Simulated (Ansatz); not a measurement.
1T (CdI2-type) PtSe2 was calculated with r²SCAN (Ansatz, an electronic-structure program, PAW).

Rigid layers of the crystal as relaxed at this level are moved apart or together:

```
run   k mesh  layer repeat (Å)  energy against free layers (meV/Å²)  gap on the mesh (eV)
---  -------  ----------------  -----------------------------------  --------------------
1    12×12×8              4.78                                10.06                 0.000
2    12×12×8              4.93                                 4.35                 0.000
3    12×12×8              5.08                                 0.72                 0.000
4    12×12×6              5.28                                -2.36                 0.000
5    12×12×6              5.58                                -4.58                 0.314
6    12×12×6              6.08                                -4.74                 0.796
7    12×12×6              7.08                                -1.95                 1.351
8    12×12×4              9.08                                -0.10                 1.603
```

The lowest energy of these points lies at a layer repeat of 6.08 Å.

Spin–orbit coupling is not included.

Note: the cell comes from a level without a dispersion term, which matters for the spacing of layers, chains or molecules.
